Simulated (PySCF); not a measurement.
CH3O2S (charge -1).
Numbering: `[CH3:1][S@:2](=[O:3])[O-:4]` (hydrogens: H5, H6, H7 on C1)

Structure used (GFN2-xTB), in Å, numbered top down from 1:
```xyz
7
CH3O2S angstrom
C     -0.7939   -0.0178    0.0804
S      1.1087    0.1541    0.4043
O      1.4808    1.2122   -0.5823
O      1.5974   -1.1989    0.0024
H     -1.2684    0.9335    0.3035
H     -1.1832   -0.7997    0.7267
H     -0.9380   -0.2785   -0.9621
```

PySCF closed-shell single points with density fitting, gas phase. The input was altered on purpose; the results of an altered input aren't properties of the species above.

Q: What comes out at B97-D/6-311G** with: at most 100 cycles, all coordinates scaled by 1.03?

A: E = -588.4998 Eh; HOMO 1.07 eV, LUMO 5.25 eV (gap 4.18 eV), in 12 cycles. The distance C1···S2 goes from 1.938 to 1.996 Å, the nuclear repulsion from 177.63 to 172.46 Eh (it goes as one over the scale factor). The HOMO energy is positive; such an orbital is held in place by the finite basis.

Coordinates of the altered input:
```
atom  x, y, z in Å
C1    -0.8177   -0.0184    0.0829
S2     1.1419    0.1588    0.4164
O3     1.5252    1.2486   -0.5998
O4     1.6453   -1.2349    0.0025
H5    -1.3065    0.9615    0.3126
H6    -1.2187   -0.8236    0.7485
H7    -0.9661   -0.2869   -0.9910
```

The SCF part of the output:
```
final grid: 61488 points
cycle   1  E = -588.1253404566  dE =  6.214e-01  |g| = 1.391e+00  |ddm| = 2.411e+00
cycle   2  E = -582.2556723945  dE =  5.870e+00  |g| = 4.350e+00  |ddm| = 1.498e+01
cycle   3  E = -588.3090067128  dE = -6.053e+00  |g| = 7.401e-01  |ddm| = 1.482e+01
cycle   4  E = -588.4228748440  dE = -1.139e-01  |g| = 5.397e-01  |ddm| = 1.547e+00
cycle   5  E = -588.4975662036  dE = -7.469e-02  |g| = 8.478e-02  |ddm| = 5.145e-01
cycle   6  E = -588.4995997848  dE = -2.034e-03  |g| = 3.129e-02  |ddm| = 1.682e-01
cycle   7  E = -588.4998005105  dE = -2.007e-04  |g| = 8.766e-03  |ddm| = 3.571e-02
cycle   8  E = -588.4998156464  dE = -1.514e-05  |g| = 3.418e-03  |ddm| = 1.636e-02
cycle   9  E = -588.4998163903  dE = -7.439e-07  |g| = 2.932e-03  |ddm| = 5.449e-03
cycle  10  E = -588.4998180548  dE = -1.664e-06  |g| = 4.312e-04  |ddm| = 2.928e-03
cycle  11  E = -588.4998181199  dE = -6.518e-08  |g| = 4.194e-05  |ddm| = 7.829e-04
cycle  12  E = -588.4998181204  dE = -4.798e-10  |g| = 5.600e-06  |ddm| = 5.437e-05
converged SCF energy = -588.4998181204
```

Note: B97-D ran without an empirical dispersion term, which enters the total energy and its gradient alone.
